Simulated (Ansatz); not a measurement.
A further run on MgMe2 (C2H6Mg).

```yaml
crystal:
  periodic: [false, false, false]
  atoms:
    - {symbol: Mg, position_ang: [0.003531, 0.004040, 0.000026]}
    - {symbol: C, position_ang: [-0.003118, -0.014240, 2.093835]}
    - {symbol: H, position_ang: [-0.434670, 0.902285, 2.508318]}
    - {symbol: H, position_ang: [1.007309, -0.106554, 2.504374]}
    - {symbol: H, position_ang: [-0.587321, -0.850796, 2.490219]}
    - {symbol: C, position_ang: [0.003884, 0.015124, -2.093826]}
    - {symbol: H, position_ang: [-1.012561, 0.017693, -2.500054]}
    - {symbol: H, position_ang: [0.510601, -0.863682, -2.505019]}
    - {symbol: H, position_ang: [0.512344, 0.896151, -2.497863]}
basis:
  gaussian: {orbitals: def2-SVPD}
hamiltonian: {xc: {name: PBE0}}
scf: {omitted_lower_state_checks: [starts]}
output: {forces: true}
```

```sh
$ ansatz run in.yaml --threads 4 --pin off --events-out ev --progress --plain --max-ram 3916MiB
```

Shortened log:

```
Functional definition: PBE0
930 factors; their error is unknown
mean field evaluation 1: about -7595.9291 eV, gradient 6.5e1 eV
mean field evaluation 2: about -7589.5107 eV, gradient 7.6e1 eV
mean field evaluation 4: about -7606.8131 eV, gradient 3.8e-1 eV
mean field evaluation 8: about -7606.8564 eV, gradient 3.5e-3 eV
mean field -7606.85637475 eV, -279.5468156595 hartree, gradient 6.4e-5 eV, S^2 0.000000; 0 other end points of the search recorded, 0 dependent functions left out
reference -7606.85642484 eV, -279.5468175005 hartree; 15, 15 occupied and 94, 94 virtual orbitals, 930 factors
Total energy: -7606.85642484 eV, -279.5468175005 hartree
Atom 0 at     0.003531     0.004040     0.000026 Å, force    -0.001099    -0.001229     0.000172 eV/Å
Atom 1 at    -0.003118    -0.014240     2.093835 Å, force     0.000698     0.002616    -0.356361 eV/Å
Atom 2 at    -0.434670     0.902285     2.508318 Å, force    -0.110064     0.234031     0.136267 eV/Å
Atom 3 at     1.007309    -0.106554     2.504374 Å, force     0.258282    -0.023803     0.135220 eV/Å
Atom 4 at    -0.587321    -0.850796     2.490219 Å, force    -0.148443    -0.212566     0.132203 eV/Å
Atom 5 at     0.003884     0.015124    -2.093826 Å, force    -0.000382    -0.002118     0.356254 eV/Å
Atom 6 at    -1.012561     0.017693    -2.500054 Å, force    -0.258474     0.000883    -0.134624 eV/Å
Atom 7 at     0.510601    -0.863682    -2.505019 Å, force     0.129370    -0.223514    -0.135779 eV/Å
Atom 8 at     0.512344     0.896151    -2.497863 Å, force     0.130112     0.225702    -0.133353 eV/Å
Dipole moment:     0.001677     0.001910     0.000008 e Å
Checks for a lower state left out: starts
```

It took 1.5 s on 4 threads of Intel Xeon on a shared host.
